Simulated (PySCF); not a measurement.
All values below come from TPSSh-D3(BJ)/def2-TZVP // B3LYP-D3(BJ)/def2-TZVP (PySCF). Isolated molecules, 0 K electronic values unless said otherwise. One relaxed conformer stands for a flexible species; it need not be the lowest. Excitations are Tamm–Dancoff values on a coarser integration grid. The basis has no diffuse functions, so Rydberg states are missing or too high.

Reference species (SMILES): `F[Si](F)(F)F` (neutral, multiplicity 1).

```json
{
  "S1 oscillator strength": "0.000",
  "S1 excitation (TDA)": "10.94 eV",
  "HOMO": "-11.58 eV"
}
```

After one change: the S1 oscillator strength stays essentially unchanged; the S1 excitation (TDA) drops by 2.48 eV; the HOMO rises by 2.45 eV.

Task: Name the change that produced these shifts. The new species is one of these.
(A) `O[Si](O)(F)F` (H–O–Si–F torsion 43°, F–Si–O–H torsion 85°)
(B) `O[Si](O)(O)O`
(C) `O[Si](F)(F)F`
(D) `O[Si](O)(O)F`

Result: A, `O[Si](O)(F)F` (H–O–Si–F torsion 43°, F–Si–O–H torsion 85°)
